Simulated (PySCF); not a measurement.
# Mayer bond orders and bond lengths

C₃H₄N₂.
Numbering: `[CH3:1]/[N:2]=[CH:3]\[C:4]#[N:5]` (hydrogens: H6, H7, H8 on C1; H9 on C3)

Structure used (PBE0-D3(BJ)/def2-SVP), in Å, numbered top down from 1:
```xyz
9
C3H4N2 angstrom
C     -1.2641   -0.1097    0.0404
N     -0.3189    0.9263    0.3301
C      0.9269    0.7260    0.2164
C      1.5438   -0.5191   -0.2012
N      2.0542   -1.5058   -0.5319
H     -1.9503    0.2537   -0.7413
H     -1.8861   -0.2740    0.9348
H     -0.8244   -1.0722   -0.2796
H      1.6274    1.5416    0.4450
```

Bond orders from the PBE0/pcSseg-1 density (PySCF). Geometry: PBE0-D3(BJ)/def2-SVP; no solvent, vibrations or thermal averaging.

(1) Where do the orders between heavy atoms depart from those drawn in the SMILES?

(2) Give the Mayer order of every bond between heavy atoms, beside its length.

Results:

(1) The largest departure is 0.077, at N2–C3 (drawn double, 1.923).

(2) 
| bond | drawn as | length (Å) | Mayer order |
| --- | --- | --- | --- |
| C1–N2 | single | 1.432 | 0.990 |
| N2–C3 | double | 1.267 | 1.923 |
| C3–C4 | single | 1.451 | 0.967 |
| C4–N5 | triple | 1.159 | 2.972 |

By pair of heavy elements: C–N: lowest C1–N2 (0.990, 1.432 Å), highest C4–N5 (2.972, 1.159 Å).

Question: And the bonds to hydrogen?

Answer: C–H: 0.93 to 0.95 (4 bonds).

Question: Sum the orders of all bonds at each heavy atom with more than one neighbour and set the sums beside the valence in the SMILES.

Answer: C1 3.825 (drawn 4), N2 2.913 (drawn 3), C3 3.822 (drawn 4), C4 3.939 (drawn 4). Orders between atoms that aren't bonded are not in these sums.

Mayer orders depend on the basis set.
